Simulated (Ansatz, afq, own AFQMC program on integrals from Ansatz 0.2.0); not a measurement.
# As, quartet: AFQMC among the cluster methods

A free As atom.

Basis def2-TZVP. Only valence electrons are correlated. Ansatz 0.2.0 and our own AFQMC program on the same integrals; the CISD trial comes from CCSD amplitudes, and released means the phaseless constraint is let go. Free projection: walkers drawn from exp(T), propagated without any constraint. Its projection time is finite, and what remains of the start isn't in its error. Error bars are statistical, one sigma. No spin–orbit coupling.

Determinant: UHF, the one that the program's search chose, which needn't be the lowest solution.

Full CI on the same integrals is exact in this basis and with this determinant's frozen core.

Cautions: no relativity below Rb; no spin-orbit coupling; inner d shell frozen.

- T1 diagnostic: 0.0032
- weight of the determinant in the CISD state: 0.947
- ⟨S²⟩ of the determinant: 3.751
- size of the correlated space: 5 electrons in 34 orbitals

```csv
level,correlation energy (eV)
MP2,-1.9515
CCSD,-2.3375
CCSD(T),-2.4152
```

Task: Estimate where phaseless AFQMC with a CISD trial lies against CCSD(T) on the same integrals.

Result: 1.6 ± 0.1 kJ/mol below CCSD(T).

Reference: full CI, correlation energy -2.433 eV. The released energy is read at 1.50 1/Eh (meV from the phaseless value at times in 1/Eh: -0.3 ± 1.0 at 0.24, 0.2 ± 0.8 at 0.50, -0.4 ± 0.7 at 1.00, -0.5 ± 0.5 at 1.50).

```
         level  E − E(reference) (kJ/mol)  share of correlation (%)
       CCSD(T)                        1.7                     99.27
         CCSDT                        0.2                     99.90
      CCSDT(Q)                        0.0                     99.99
        CCSDTQ                        0.0                    100.00
   ph-AFQMC/HF                  2.1 ± 1.0                     99.13
 ph-AFQMC/CISD                  0.1 ± 0.1                     99.97
released AFQMC                 0.0 ± 0.05                     99.99
    free AFQMC                -0.1 ± 0.06                    100.03
```

CCSDT and higher add their correlation energy to the determinant of the CCSD(T) run, since their own runs factorise the integrals more tightly (a shift of under 2 meV). Free projections are given only where their last times agree within the noise and don't stop above the reference; a slow remainder of the start can still hide under it. A walk keeps the symmetry of its determinant, which the program's search chose and which needn't be the lowest solution, so a lower state of the same spin and another symmetry isn't excluded. Released energies are given only where the last usable release times agree within the noise; a slower fall can still hide under it.
